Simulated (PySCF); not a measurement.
## Telling isomers of C$_{3}$H$_{4}$F$_{2}$O apart by NMR

PySCF 2.14 calculation with J couplings at B3LYP/pcJ-1 (spin–dipole term left out of most H,H and C,H couplings), structure optimised with PBE0-D3(BJ)/def2-SVP and σ from GIAO-PBE0/pcSseg-1; isolated molecule, rapidly exchanging positions averaged, relativity neglected, single conformer.

Shifts are taken against calculated references (same method and geometry level): $^{1}$H, $^{13}$C vs TMS. Multiplet labels drop J under 1 Hz and among equivalent protons, and merge close values. Unscaled 3J(H,H) run several per cent high. Vicinal couplings that depend on rotamer populations or ring flexing (ring, CH–CH, X–H and H–F types) are those of the one conformer. One-bond C–F couplings are unscaled and too large by tens of Hz. Shifts are as computed. Against solution values, carbons near 30 ppm lie about +2 ppm off and those near 130 ppm about +5 ppm. Of 1211 compounds with measured shifts, 218 miss one by over three times the rms of a fit or turn the order of signals round; such compounds aren't used in these exercises. Across acyclic CH2–CH2 and CH–CH2 bonds, 3J(H,H) assumes equally populated rotamers.

(1) Tabulate the signals of `O=CCC(F)F`, `CO/C(F)=C\F` and their relative energies.

(2) What is the quickest way to tell O=CCC(F)F from CO/C(F)=C\F?

Results:

(1) 
```tsv
SMILES	carbon types	δC	δH	E rel. (kcal/mol)
O=CCC(F)F	2×CH 1×CH2	200.8, 116.5, 52.3	9.73 (tt, 1H), 5.85 (tt, 1H), 2.59 (tdd, 2H)	0.0
CO/C(F)=C\F	1×C 1×CH 1×CH3	163.8, 129.7, 57.1	6.64 (dd, 1H), 3.69 (d, 3H)	29.1
```

Energies are electronic energies at PBE0/pcSseg-1 on these geometries, without zero-point or thermal terms, each for the one conformer computed, which needn't be the lowest.

(2) Both give the same number of carbon signals, but DEPT or the intensities differ. The first has an aldehyde carbonyl carbon (CH) at 200.8 ppm, the second an alkene carbon bearing oxygen (C) at 163.8 ppm. In the proton spectra the most deshielded non-exchanging signals are 9.73 (tt, J = 3.7, 2.3 Hz, 1H) and 6.64 (dd, J = 79.5, 5.6 Hz, 1H).
